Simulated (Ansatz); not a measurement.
# Crystal structures of titanium under BLYP

Level of theory: Ansatz 0.2.0, DFT, BLYP, plane waves (420 eV) with PAW, scalar-relativistic. The PAW files were generated under PBE, with cores re-solved for the functional.

Each structure is relaxed within its own symmetry, so a high-lying one may be dynamically unstable.

```
        structure  ΔE (meV/atom)  V (Å³/atom)                                    cell     magnetic state
              hcp              0        17.80  a = 2.961 Å, c = 4.688 Å (c/a = 1.583)       non-magnetic
omega (AlB2-type)              1        17.56  a = 4.615 Å, c = 2.856 Å (c/a = 0.619)  spin not included
             dhcp             45        17.90  a = 2.956 Å, c = 9.459 Å (c/a = 3.200)  spin not included
              fcc             57        17.82                             a = 4.147 Å  spin not included
              bcc            108        17.70                             a = 3.284 Å  spin not included
              A15            176        17.93                             a = 5.234 Å  spin not included
     simple cubic            713        19.13                             a = 2.674 Å  spin not included
          diamond           2023        24.71                             a = 5.826 Å  spin not included
```

ΔE counts from hcp.

Differences under about 8 meV lie within the error of the k-point mesh.
